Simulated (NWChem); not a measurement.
**Lowest excitation of hydrogen cyanide (CHN)**

```
C
N 1 1.1672
H 1 1.0871 2 180.00
```
Charge 0, spin multiplicity 1.

Program: NWChem. Structure: optimised with PBE/def2-SVP, a minimum by its harmonic frequencies.

Basis set: def2-SVPD.

```json
[
 {"method": "TD-PBE", "lowest vertical singlet excitation energy (eV)": "7.86", "relative cost": "1", "difference from EOM-CCSD": "-0.55"},
 {"method": "CIS", "lowest vertical singlet excitation energy (eV)": "6.99", "relative cost": "under 3", "difference from EOM-CCSD": "-1.42"},
 {"method": "TDA-PBE0", "lowest vertical singlet excitation energy (eV)": "7.65", "relative cost": "under 3", "difference from EOM-CCSD": "-0.76"},
 {"method": "TD-B3LYP", "lowest vertical singlet excitation energy (eV)": "7.59", "relative cost": "under 3", "difference from EOM-CCSD": "-0.82"},
 {"method": "EOM-CCSD", "lowest vertical singlet excitation energy (eV)": "8.41", "relative cost": "5", "difference from EOM-CCSD": "0.00"}
]
```

The values span 1.42 eV, from CIS (lowest) to EOM-CCSD (highest). The cost column gives rough processor time relative to TD-PBE; each entry includes its own SCF.

The correlated methods keep 2 core orbitals frozen. B3LYP has NWChem's definition, with VWN1-RPA local correlation. Differences from the coupled-cluster row are differences between methods, not errors against experiment.
